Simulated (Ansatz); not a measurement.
A displaced shape of triplet CH₂:

```xyz
3

C    -0.0404   -0.0063   -0.1348
H    -0.0051    0.9937    0.2691
H    -0.0482   -1.0127    0.3279
```

It was optimised with HF/def2-SVP in Ansatz (development build ahead of 0.2.0) to forces under 0.001 eV/Å, with unrestricted orbitals. Each step stands on the lowest determinant of that kind that the program's search found.

(1) What shape does it relax to, and how does the optimisation go?

## Answers

(1)

```yaml
atoms:
  - { symbol: C, position_ang: [-0.0408, -0.0163, -0.1418] }
  - { symbol: H, position_ang: [-0.0052, 0.9793, 0.2753] }
  - { symbol: H, position_ang: [-0.0476, -0.9884, 0.3287] }
```

Bond lengths: C1–H2 1.080 Å, C1–H3 1.080 Å. Angles: H2–C1–H3 131.4°.

| step | E − E(start) (eV) | largest force (eV/Å) |
| --- | --- | --- |
| 1 | 0.0000 | 0.9745 |
| 2 | -0.0157 | 0.1753 |
| 3 | -0.0163 | 0.0164 |
| 4 | -0.0163 | 0.0058 |
| 5 | -0.0163 | 0.0000 |

The optimisation ended after 5 steps with its threshold met.
